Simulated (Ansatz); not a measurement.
in.yaml

```yaml
crystal:
  periodic: [false, false, false]
  atoms:
    - {symbol: N, position_ang: [0.000000, 0.093904, 1.661900]}
    - {symbol: Ga, position_ang: [0.000000, -0.039184, -0.318801]}
    - {symbol: H, position_ang: [0.000000, 1.405604, -1.041722]}
basis:
  gaussian: {orbitals: cc-pVDZ, fitting: {mean_field: def2-universal-jkfit}}
magnetization: {spin_polarized: true, initial_magnetization: 3}
correlation: {method: ccsdt_q, electrons: outside_noble_gas}
```

```sh
$ ansatz run in.yaml --threads 1 --pin off --events-out ev --progress --plain --max-ram 2393MiB
```

Log:

```
361 factors; integrals over basis functions are off by at most 4.1e-1 eV
mean field evaluation 1: about -53827.2228 eV, gradient 8.2e0 eV
mean field evaluation 2: about -53827.9446 eV, gradient 3.1e0 eV
mean field evaluation 4: about -53828.1622 eV, gradient 6.7e-1 eV
mean field evaluation 8: about -53828.1950 eV, gradient 1.3e-4 eV
mean field evaluation 16: about -53827.2869 eV, gradient 4.8e0 eV
mean field evaluation 32: about -53828.1883 eV, gradient 3.2e-1 eV
mean field evaluation 64: about -53826.2088 eV, gradient 1.0e0 eV
mean field evaluation 96: about -53826.6835 eV, gradient 1.3e-1 eV
mean field evaluation 128: about -53826.6840 eV, gradient 5.7e-4 eV
mean field evaluation 160: about -53827.3056 eV, gradient 8.1e0 eV
...
cycle  14  -4.79859644 eV  change   -5.0e-5 eV  update   9.0e-5
cycle  15  -4.79854902 eV  change    4.7e-5 eV  update   4.5e-5
cycle  16  -4.79852175 eV  change    2.7e-5 eV  update   2.8e-5
cycle  17  -4.79850995 eV  change    1.2e-5 eV  update   1.5e-5
cycle  18  -4.79850844 eV  change    1.5e-6 eV  update   9.3e-6
cycle  19  -4.79851338 eV  change   -4.9e-6 eV  update   5.6e-6
cycle  20  -4.79851637 eV  change   -3.0e-6 eV  update   3.3e-6
cycle  21  -4.79851634 eV  change    3.2e-8 eV  update   1.8e-6
cycle  22  -4.79851555 eV  change    7.9e-7 eV  update   1.2e-6
cycle  23  -4.79851503 eV  change    5.2e-7 eV  update   8.6e-7
perturbative correction -0.00887607 eV, -0.0003261895 hartree
Total energy: -53833.00239997 eV, -1978.3263488794 hartree
```

Ran on 1 thread of Arm Neoverse V2, shared host: 9.5 s wall, 0.18 GiB peak host memory.
